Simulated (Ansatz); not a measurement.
bcc Ta, treated with PBEsol (Ansatz, a first-principles code, plane waves, PAW).

Run with plane-wave cutoff 520 eV, 24×24×24 k mesh, Fermi–Dirac smearing 0.05 eV, scalar-relativistic PAW data made under PBE.

Pressure at four volumes; x = ln(V/17.658 Å³). One pressure is withheld.

```tsv
V (Å³/atom)	x	P (GPa)
16.598	-0.0619	?
16.951	-0.0409	9.24
17.658	0.0000	0.02
18.717	0.0582	-10.80
```

**Question.** Pass a parabola P(x) through the three rows shown, estimate the bulk modulus and its pressure derivative near zero pressure, and predict the withheld pressure.

**Answer.** Slopes between the rows: (0.02 − (9.24))/(0.0000 − (-0.0409)) = -225.43 and (-10.80 − (0.02))/(0.0582 − (0.0000)) = -185.91 GPa. Their difference over the span 0.0991 is c = 39.52/0.0991 = 398.8 GPa, so P(x) = 9.24 + (-225.43)(x − (-0.0409)) + 398.8 (x − (-0.0409))(x − (0.0000)). At the middle row B = −dP/dx = −[-225.43 + 398.8 × 0.0409] = 209.1 GPa, and B′ = dB/dP = 2c/B = 3.8. At x = -0.0619 the parabola gives 14.49 GPa; the run gives 14.58 GPa. The Birch–Murnaghan fit to the energies at all volumes has B0 = 208 GPa and B′ = 3.9.

Measured, for comparison: bulk modulus 198 GPa (corrected for temperature and zero-point phonon effects, our sources range from 194 to 203; as tabulated in Levämäki et al. (2014), arXiv:1402.3671). Computed (rounded) less measured: bulk modulus +5 % (+2 % to +7 % over the range).

Spin–orbit coupling is not included.
